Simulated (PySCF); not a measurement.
diphosphorus (P2), SMILES P#P.

The structure is a stationary point at B3LYP-D3(BJ)/def2-TZVPD.

Two levels are set side by side: PBE/def2-TZVPD (PySCF) and r2SCAN/def2-TZVPD (PySCF). Same geometry, gas phase. Differences are taken from unrounded values.

```
quantity                       PBE
---------------------------  -----
orbital gap (eV)              3.73
highest occupied level (eV)  -7.12
lowest empty level (eV)      -3.39
mean polarisability (bohr³)   49.4
```

These are the PBE values. What does r2SCAN give? (The exact figures need the calculation; the answer reports its results.)


```tsv
quantity	r2SCAN	PBE minus r2SCAN
orbital gap (eV)	4.07	-0.34
highest occupied level (eV)	-7.39	0.28
lowest empty level (eV)	-3.32	-0.07
mean polarisability (bohr³)	49.0	0.4
```

Rough cost on one machine, each run with all the roots and properties that it gave: r2SCAN against PBE about 2 times.
